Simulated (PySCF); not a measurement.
Species: CCl2 (triplet state).
Numbering: `[Cl:1][C:2][Cl:3]`

Method: UKS B3LYP, IGLO-III on C Cl, non-relativistic, mean-field spin-orbit, GIAO (PySCF 2.14.0). Geometry: PBE0-D3(BJ)/def2-SVP; no solvent, vibrations or thermal averaging. This triplet need not be the ground state; the singlet was not compared here.

Principal values of hyperfine tensors in MHz (contact, dipolar and spin–orbit terms together), for some of the nuclei:

```
atom  isotope      A1      A2      A3  alike by the symmetry of this geometry
  C2      13C  375.24  451.23  504.84                                    none
 Cl3     35Cl   -8.03   30.17   44.32                                     Cl1
```

(1) Split each tensor into its isotropic and traceless parts, and turn a_iso into mT with g = 2.0051.

(2) What spin density at the nucleus of C2 lies behind its contact coupling (g_N = 1.40482)?

(3) Which nucleus of the table has the largest anisotropic coupling, and what is its form?

Answers

(1) a_iso = (A1 + A2 + A3)/3, Ti = Ai − a_iso; 1 mT corresponds to 28.064 MHz. The tensors hold a spin–orbit part: the run splits a_iso into a_FC + a_SO, and T includes its anisotropic share.

```tsv
atom	a_iso (MHz)	a_FC	a_SO	a_iso (mT)	T1	T2	T3
C2	443.77	443.52	0.26	15.813	-68.53	7.46	61.07
Cl3	22.15	22.02	0.13	0.789	-30.19	8.02	22.17
```

(2) a_FC = 800.24 MHz bohr³ × g_N × ρ(0)/(2S). With a_FC = 443.52 MHz and 2S = 2, ρ(0) = 0.789 bohr⁻³.

(3) C2: -68.5, 7.5, 61.1 MHz (the dipolar term alone has -67.6, 6.9, 60.8), rhombic: the two smaller values differ by 78 % of the largest.

The run took 29 s wall (grids of density and orbitals included) on an Arm Neoverse N1 with one thread, no GPU, shared host with 64 logical CPUs at a one-minute load of 58, and the process peaked at 0.39 GiB of memory.
